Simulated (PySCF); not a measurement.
# H2Mg (magnesium dihydride): the cost of one run

The runs use PySCF 2.14.0, with density-fitted response routines of our own; the level of theory stands in each step. All values are computed, except where a source is named. Atoms are numbered from 0 throughout.

### Step 1. The molecule as given

3 atoms, charge 0, multiplicity 1; geometry from: GFN2-xTB. The atoms were then displaced at random by about 0.03 Å, so the start is not that level's minimum.

Bonds of the start (Å): Mg0–H1 1.71, Mg0–H2 1.51.

### Step 2. Geometry optimisation at PBE0-D3(BJ)/def2-SVP

The job: settings as JSON, then the geometry in Å.

```
{"job": {"xc": "PBE0", "basis": "def2-SVP", "d3": "d3bj", "grid": 1, "shake": 0.03, "kind": "geom"}, "charge": 0, "multiplicity": 1}
Mg     0.069320    -0.079290     0.004120
H     -1.638280    -0.007430    -0.026790
H      1.575520    -0.015570    -0.022330
```

Run with:

```sh
OMP_NUM_THREADS=1 python probes_run.py task.json out
```

This one command runs all jobs of the session in turn.

**Question.** How long does this first job take on 1 thread of Intel Xeon Platinum 8375C at 2.90GHz, shared host?

About 2.3 s.
